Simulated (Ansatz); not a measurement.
Relaxation of AlFH₅N (8 atoms, charge 0, multiplicity 1), to a largest force component of 0.03 eV/Å in at most 50 steps.

Method: RKS B3LYP-D4/def2-SVP (Ansatz 0.2.0).

```xyz
8
Properties=species:S:1:pos:R:3
Al 0.093 -0.501 -0.369
F -0.185 0.136 2.427
H 1.486 0.182 -0.647
H -1.331 -0.002 -0.831
N 0.129 -2.142 0.539
H -0.665 -2.777 0.565
H 0.989 -2.660 0.704
H -0.137 -0.788 2.313
```

Where does it end, and by what steps?

It converged. After 14 steps the energy has fallen by 2.089 eV; H8 moved furthest, 1.20 Å. Parted: F2–H8 (0.93 → 2.52 Å). Joined: Al1–F2 (2.88 → 1.70 Å), N5–H8 (2.25 → 1.02 Å).

```tsv
step	energy less start (eV)	largest force component (eV/Å)	accepted
0	0.0000	1.354	yes
1	-0.2169	0.874	yes
2	-0.4185	0.627	yes
3	-0.6061	1.083	yes
4	-0.8607	1.629	yes
5	-1.3333	2.018	yes
6	-1.6956	1.458	yes
7	-1.2471	5.933	no
8	-1.9309	0.700	yes
9	-2.0110	0.480	yes
10	-2.0705	0.277	yes
11	-2.0847	0.187	yes
12	-2.0873	0.171	yes
13	-2.0890	0.035	yes
14	-2.0891	0.012	yes
```

```xyz
8
Properties=species:S:1:pos:R:3
Al 0.012 -0.081 0.156
F -0.161 0.600 1.702
H 1.454 0.086 -0.501
H -1.315 -0.109 -0.725
N 0.090 -2.018 0.889
H -0.678 -2.617 0.577
H 0.969 -2.506 0.698
H 0.007 -1.908 1.905
```

Whether the end is a true minimum wasn't checked by a vibrational analysis.

Time of the run: 33 s on 1 thread of Arm Neoverse V2 (shared host), peak memory 0.14 GiB.
